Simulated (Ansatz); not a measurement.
`COC(=N)Cl` + H–F → `N=C(F)Cl` + CH₃OH  (substitution at a C–O bond)

Gas-phase electronic energies from Ansatz, PBE0-D4/def2-TZVP geometries. CCSD(T)/CBS is the MP2 limit (def2-TZVPP, def2-QZVPP) plus CCSD(T) − MP2 in def2-TZVPP, frozen cores. This one scheme is used for every species. DFT in def2-TZVPP. Each species was taken in one conformer, which may not be the lowest.

| level | ΔE (kJ/mol) | difference from CCSD(T)/CBS |
| --- | --- | --- |
| revPBE-D4 | 28.2 | -7.4 |
| B97M-V | 22.3 | -13.3 |
| r2SCANh-D4 | 25.9 | -9.7 |
| r2SCAN0-D4 | 27.9 | -7.7 |
| BLYP | 13.0 | -22.6 |
| LC-ωPBE | 23.7 | -11.9 |
| RPA@PBE/def2-TZVPP | 29.3 | -6.3 |
| CCSD(T)/def2-TZVPP | 32.9 | -2.7 |
| MP2/def2-QZVPP | 42.1 | 6.5 |
| MP2/CBS(def2) | 43.2 | 7.6 |
| CCSD(T)/CBS | 35.6 | 0 |

Largest T1 diagnostic among the species: 0.013.

From PBE to PBE0 (25 % exact exchange), in def2-TZVPP and without D4, ΔE moves by +4.0 kJ/mol. The D4 term adds +8.0 kJ/mol with B3LYP and +4.5 kJ/mol with PBE0; it sums over pairs of atoms, weighted by their polarisabilities, and B3LYP, whose exchange is more repulsive, gets the larger term. In def2-TZVPP, CCSD(T) changes the Hartree–Fock value by +14.9 kJ/mol (the triples alone add +2.7 kJ/mol) and MP2 by +22.5 kJ/mol.

B3LYP here is the variant with VWN-RPA as its local correlation; programs differ in this.
